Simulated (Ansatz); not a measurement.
**P2HF (singlet): the correlation ladder, cc-pVDZ**

The task here is to estimate one member of a computed series from the others.

Program: Ansatz 0.2.0, Gaussian basis. Level of theory: cc-pVDZ, core rule «outside noble gas», up to 11 orbitals frozen. These are calculated values, not measurements.

Plan: UHF; CCSD(T) on RHF; CCSD(T) on UHF; BCCD(T) on RHF; CISD; CCSDT(Q) on RHF.

16 further runs of the same task are left out: 6 for a known fault of the program, 4 that didn't finish, 6 set aside as unsound or not needed.

## What is computed

The geometry is a PBE0/def2-TZVP stationary point (not a proven minimum).

4 atoms, charge 0, spin multiplicity 1.

Atoms are counted from 1 here; the program's logs count them from 0.

Bond lengths: F1–P2 1.585 Å, P2–P3 1.892 Å, P2–H4 1.406 Å. Angles: F1–P2–P3 131.1°, F1–P2–H4 96.2°, P3–P2–H4 132.7°.

Geometry (Å):

```
F     0.0000   -0.4627    1.7064
P     0.0000    0.3851    0.3674
P     0.0000   -0.1550   -1.4461
H     0.0000    1.6477    0.9859
```

Set-up of the first run:

The input, in.yaml:

```yaml
crystal:
  periodic: [false, false, false]
  atoms:
    - {symbol: F, position_ang: [0.000000, -0.462650, 1.706368]}
    - {symbol: P, position_ang: [0.000000, 0.385133, 0.367425]}
    - {symbol: P, position_ang: [0.000000, -0.154977, -1.446144]}
    - {symbol: H, position_ang: [0.000000, 1.647710, 0.985897]}
basis:
  gaussian: {orbitals: cc-pVDZ}
magnetization: {spin_polarized: true, initial_magnetization: 0}
hamiltonian: {xc: hf}
output: {orbitals: {seedname: orbitals}}
```

Run with:

```console
> ansatz run in.yaml --threads 1 --pin off --events-out ev --progress --plain --max-ram 2393MiB
```

Steps of the session up to this table: UHF; CCSD(T) on RHF; CCSD(T) on UHF; BCCD(T) on RHF; CISD; CCSDT(Q) on RHF.

One of the session's tables, all rows but one given; the rest of the session is left out.

| method | from RCCSDT(Q) (meV) |
| --- | --- |
| RHF | +12604.6 |
| UHF | +12602.1 |
| RMP2 | +1192.0 |
| CISD | +1971.2 |
| RCCSD | +502.7 |
| RCCSD(T) | +75.0 |
| BCCD(T) | ? |
| RCCSDT | +48.0 |
| RCCSDT(Q) | 0 |

Q: Estimate the row for BCCD(T) from the others.

The run gave: from RCCSDT(Q) (meV): +68.8. In the column «from RCCSDT(Q) (meV)» it lies between RCCSDT (+48.0) and RCCSD(T) (+75.0).

Not comparable, so not listed: CCSD(T) on UHF (they don't share determinant, frozen orbitals or solution with the rows shown, or repeat one).
